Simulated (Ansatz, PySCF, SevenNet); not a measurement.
Ladder of methods for the cohesive energy of zinc-blende GaSb

Reference value: 3.03 eV/atom (measured, zero-point energy (9/8 kB θD) added and atomic spin-orbit splittings removed, spin-orbit-averaged atoms; as tabulated in Paulus et al. (1996), arXiv:cond-mat/9605064).

```
level (code)                   value (eV/atom)  cell (Å³/atom)  error (eV/atom)
-----------------------------  ---------------  --------------  ---------------
SevenNet-l3i5                             2.86           29.31            -0.17
LDA (Ansatz)                              3.67           27.66            +0.64
PBE (Ansatz)                              2.82           29.99            -0.21
PBE-D4 (Ansatz)                           3.24           28.52            +0.21
r²SCAN (Ansatz)                           2.93           28.82            -0.10
B3LYP (VWN-RPA form) (Ansatz)             2.47           30.38            -0.56
MP2 (PySCF)                         3.26 ± 0.2           28.85            +0.23
```

Leaving aside SevenNet-l3i5 (doubt noted below): Of the ranked levels r²SCAN (-0.10 eV/atom) comes nearest. Once the reference is moved by up to 0.03 eV/atom (a margin picked here for doubts on the reference and the settings) and values within 0.03 eV/atom count as equal, the farthest can be LDA (+0.64 eV/atom) or B3LYP (VWN-RPA form) (-0.56 eV/atom). Within 0.3 eV/atom: PBE, PBE-D4, r²SCAN, MP2.

Free atoms are spin-polarised, in the lowest state found; at levels without +SOC their spin–orbit coupling is left out.  A ± on a computed value is a rough bar: the spread of its extrapolation, a floor set from checks against published values, or a statistical error. Density-functional levels without +SOC have no spin–orbit coupling, which shifts binding energies of heavy elements. SevenNet-l3i5: free atoms can lie outside what these potentials were trained on. Each level is taken at its own relaxed cell. Cutoffs and k meshes differ between the levels. Ansatz's density-functional and Hartree–Fock values are scalar-relativistic unless marked +SOC, with PAW data made under PBE.

Machine-learned potentials (SevenNet-l3i5) are trained on DFT data: a solid inside that data is no test of them.

Differences are worked out from the printed values.

Ansatz is a program for electronic structure.
